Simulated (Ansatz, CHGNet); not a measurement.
For GaS (P6₃/mmc, No. 194), the machine-learned potential CHGNet 0.3.0 (trained on PBE and PBE+U data) gives:

```
Quantity               Result
-------------------  --------
lattice constant a    3.641 Å
lattice parameter c  16.315 Å
```

Task: What does PBE-D3(BJ) (Ansatz, an electronic-structure program, plane waves, PAW) give for the same quantities?

Result: 
- lattice constant a: 3.590 Å (decreases by 1.4 %)
- lattice parameter c: 15.447 Å (falls by 5.3 %)

Changes are worked out from the printed values.

Unless a cell is named, each level is at its own relaxed cell (CHGNet 0.3.0 23.42, PBE-D3(BJ) 21.56 Å³/atom).

Ansatz's density-functional and Hartree–Fock values are scalar-relativistic unless marked +SOC, with PAW data made under PBE.
